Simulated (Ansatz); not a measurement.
Born–Oppenheimer molecular dynamics of CH₄Cl (6 atoms, charge 0, multiplicity 2). It starts from a rough guess of a transition structure, not a stationary point.

Theory: UKS r2SCAN-D4/6-31G* in Ansatz.

| Quantity | Value |
| --- | --- |
| ensemble | NVE (velocity Verlet) |
| time step | 0.5 fs |
| steps asked | 150 |
| starting velocities drawn for | 100 K |
| seed | 212851 |

Frames 5 fs apart, positions in Å.

Velocities at 10.0 fs (Å/ps):

```
H -15.66 -69.76 -26.58
C -0.94 1.41 1.11
Cl 0.25 1.30 0.53
H 9.49 -7.53 10.07
H 11.96 -9.42 -8.79
H -3.50 24.25 -6.48
```

```xyz
6
Properties=species:S:1:pos:R:3 time_fs=10.0 energy_less_start_eV=-0.325 T=721
H -0.069 -0.501 -0.172
C 0.170 0.479 0.242
Cl -0.747 -2.132 -1.083
H 0.322 1.164 -0.580
H -0.656 0.797 0.867
H 1.066 0.305 0.832
6
Properties=species:S:1:pos:R:3 time_fs=15.0 energy_less_start_eV=-0.026 T=150
H -0.134 -0.743 -0.271
C 0.167 0.475 0.243
Cl -0.746 -2.125 -1.081
H 0.368 1.155 -0.598
H -0.687 0.764 0.871
H 1.095 0.403 0.827
6
Properties=species:S:1:pos:R:3 time_fs=20.0 energy_less_start_eV=-0.257 T=595
H -0.122 -0.643 -0.244
C 0.166 0.452 0.236
Cl -0.743 -2.115 -1.076
H 0.321 1.082 -0.643
H -0.726 0.694 0.825
H 1.085 0.384 0.824
6
Properties=species:S:1:pos:R:3 time_fs=25.0 energy_less_start_eV=-0.113 T=318
H -0.048 -0.502 -0.173
C 0.162 0.424 0.222
Cl -0.740 -2.105 -1.071
H 0.232 1.030 -0.680
H -0.743 0.659 0.772
H 1.049 0.298 0.830
6
Properties=species:S:1:pos:R:3 time_fs=30.0 energy_less_start_eV=-0.115 T=322
H -0.043 -0.815 -0.261
C 0.153 0.419 0.212
Cl -0.737 -2.095 -1.066
H 0.231 1.062 -0.676
H -0.751 0.684 0.793
H 1.051 0.276 0.840
6
Properties=species:S:1:pos:R:3 time_fs=35.0 energy_less_start_eV=-0.049 T=194
H -0.074 -0.909 -0.301
C 0.136 0.399 0.200
Cl -0.732 -2.084 -1.060
H 0.302 1.044 -0.651
H -0.719 0.641 0.800
H 1.032 0.284 0.784
6
Properties=species:S:1:pos:R:3 time_fs=40.0 energy_less_start_eV=-0.174 T=436
H -0.149 -0.792 -0.315
C 0.126 0.369 0.185
Cl -0.727 -2.072 -1.053
H 0.328 0.997 -0.700
H -0.778 0.568 0.804
H 1.066 0.222 0.760
6
Properties=species:S:1:pos:R:3 time_fs=45.0 energy_less_start_eV=-0.061 T=220
H -0.194 -0.559 -0.292
C 0.122 0.332 0.172
Cl -0.721 -2.061 -1.046
H 0.253 0.943 -0.705
H -0.762 0.531 0.735
H 1.008 0.123 0.731
6
Properties=species:S:1:pos:R:3 time_fs=50.0 energy_less_start_eV=-0.163 T=414
H -0.285 -0.703 -0.415
C 0.120 0.316 0.161
Cl -0.716 -2.053 -1.041
H 0.217 1.014 -0.697
H -0.772 0.618 0.770
H 1.014 0.031 0.754
6
Properties=species:S:1:pos:R:3 time_fs=55.0 energy_less_start_eV=-0.025 T=149
H -0.329 -0.828 -0.490
C 0.105 0.318 0.156
Cl -0.714 -2.051 -1.038
H 0.285 1.037 -0.622
H -0.677 0.649 0.796
H 0.968 -0.022 0.690
6
Properties=species:S:1:pos:R:3 time_fs=60.0 energy_less_start_eV=-0.130 T=351
H -0.309 -0.721 -0.446
C 0.093 0.333 0.155
Cl -0.713 -2.055 -1.039
H 0.396 1.040 -0.641
H -0.703 0.631 0.878
H 0.990 -0.129 0.625
6
Properties=species:S:1:pos:R:3 time_fs=65.0 energy_less_start_eV=-0.063 T=222
H -0.309 -0.478 -0.367
C 0.097 0.348 0.161
Cl -0.715 -2.064 -1.042
H 0.409 1.022 -0.616
H -0.669 0.600 0.855
H 0.945 -0.170 0.582
```

Of the whole run (75 fs, mean temperature of the second half 358 K): The conserved energy stayed within 0.71 meV per atom of its start (net change 0.0067 meV per atom), so the integration is sound. The system heated up, since it started high on the potential surface and ran downhill. A run of 0.075 ps of so small a system gives no equilibrium averages.

Time of the run: 11 min on 1 CPU thread of a shared host.
